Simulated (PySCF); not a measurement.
The dipole of `C#CCC(=C)C` from its density and from atomic charges.

Coordinates (GFN2-xTB, Å) and charges (e) from the PBE0/pcSseg-1 density (PySCF):

```csv
atom,x,y,z,Mulliken,IAO,Hirshfeld,ESP-fitted
C1,2.444,1.103,0.512,-0.3597,-0.2583,-0.1264,-0.6241
C2,1.715,0.219,0.169,+0.1599,-0.0207,-0.0365,+0.2920
C3,0.797,-0.829,-0.236,-0.0712,-0.2781,-0.0510,-0.5851
C4,-0.629,-0.343,-0.147,-0.4572,+0.0446,+0.0217,+0.4931
C5,-1.471,-0.820,0.754,-0.0537,-0.3377,-0.1152,-0.6886
C6,-1.000,0.716,-1.137,-0.1423,-0.4271,-0.1180,-0.6114
H7,3.097,1.866,0.814,+0.0406,+0.1991,+0.0888,+0.3524
H8,1.028,-1.118,-1.267,+0.1547,+0.1665,+0.0579,+0.2034
H9,0.945,-1.699,0.409,+0.1485,+0.1686,+0.0594,+0.2006
H10,-2.488,-0.469,0.821,+0.1037,+0.1467,+0.0439,+0.2274
H11,-1.183,-1.579,1.462,+0.1014,+0.1440,+0.0425,+0.2277
H12,-0.309,1.555,-1.062,+0.1404,+0.1573,+0.0413,+0.1847
H13,-2.012,1.074,-0.968,+0.1134,+0.1479,+0.0470,+0.1662
H14,-0.935,0.324,-2.153,+0.1216,+0.1471,+0.0448,+0.1616
```

Task: What dipole does each set of charges give (1 e·Å = 4.803 D), and what does the density give?

Result: The full density gives (-0.31, -0.16, -0.45) D, 0.57 D in size; dipole vectors point from the negative to the positive end.

| scheme | μx | μy | μz | size (D) | share of the full size (%) | angle to the full dipole (°) |
| --- | --- | --- | --- | --- | --- | --- |
| Mulliken | -2.36 | -1.84 | -1.64 | 3.41 | 600 | 25 |
| IAO | -0.31 | -0.24 | -0.58 | 0.70 | 123 | 7 |
| Hirshfeld | -0.27 | -0.29 | -0.38 | 0.55 | 97 | 16 |
| ESP-fitted | -0.31 | -0.20 | -0.49 | 0.61 | 108 | 3 |

Task: Which set comes closest?

Result: Length of the difference vector: ESP-fitted 0.06 D, IAO 0.15 D, Hirshfeld 0.16 D, Mulliken 2.90 D. Closest: ESP-fitted. 

Task: What is left for the Hirshfeld atoms' own dipoles?

Result: The Hirshfeld atoms' densities add up to the full density, so μ = Σ q r + Σ (atomic dipoles). The atomic dipoles sum to (-0.31, -0.16, -0.45) − (-0.27, -0.29, -0.38) = (-0.04, 0.13, -0.07) D, 0.16 D in size.

Task: With the origin at the mean of the coordinates, (0.000, 0.000, -0.145) Å, which are the largest single terms, by size, of the Hirshfeld dipole along the direction of the full one?

Result: C1 +1.31, H7 -1.26, C6 -0.64, H14 +0.43, H13 +0.33 D; all 14 atoms together +0.53 D. The single terms depend on the origin, their sum doesn't.

Task: Give the size of the full dipole in other units.

Result: 0.57 D = 0.224 au = 0.118 e·Å = 1.90 × 10⁻³⁰ C·m.

Isolated species at its GFN2-xTB geometry (one conformer only).

Conformer computed: `[CH:1]#[C:2][CH2:3][C:4](=[CH2:5])[CH3:6]`: C2–C3–C4–C5 -111°.
